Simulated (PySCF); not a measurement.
Compound: C₂H₃N.
Bonds: C1–C2, C2–N3 (triple). Hydrogens: H4, H5, H6 on C1.

An MMFF94s structure was refined with PBE0-D3(BJ)/def2-SVP geometry optimisation, gas phase in PySCF. Its MMFF94s values:

| coordinate | MMFF94s |
| --- | --- |
| C1–C2 | 1.384 Å |
| C1–H4 | 1.040 Å |
| C1–H6 | 1.207 Å |
| C2≡N3 | 1.116 Å |
| C1–C2–N3 | 177.7° |
| C2–C1–H4 | 111.0° |
| H4–C1–H5 | 111.6° |

Task: How do these coordinates change at the PBE0-D3(BJ)/def2-SVP level?

Result: 
| coordinate | PBE0-D3(BJ)/def2-SVP (Å or °) | change |
| --- | --- | --- |
| C1–H6 | 1.099 | -0.108 |
| C1–C2 | 1.452 | +0.068 |
| C1–H4 | 1.099 | +0.059 |
| C2≡N3 | 1.157 | +0.041 |
| H4–C1–H5 | 108.7 | -2.9 |
| C1–C2–N3 | 180.0 | +2.3 |
| C2–C1–H4 | 110.3 | -0.7 |

The energy falls by 0.476 eV over 7 energy and gradient evaluations, the largest force component goes from 0.1155 to 3.7e-04 Eh/bohr, and the atoms move by 0.057 Å rms after alignment. The bond that changes most is C1–H6 (sp3 carbon next to a nitrile to methyl hydrogen), which shortens by 0.108 Å. Bonds longer at the end by more than 0.005 Å: 4 of 5; shorter: 1. Rotational constants go from 159478, 9942, 9922 to 157147, 9238, 9238 MHz.

The run used 57 basis functions and 46 SCF cycles in all. On one thread, Arm Neoverse V1 (aarch64), no GPU (shared host), this took 5.0 s wall and 0.25 GiB of memory at its peak.

PBE0-D3(BJ)/def2-SVP frequencies: not computed here.
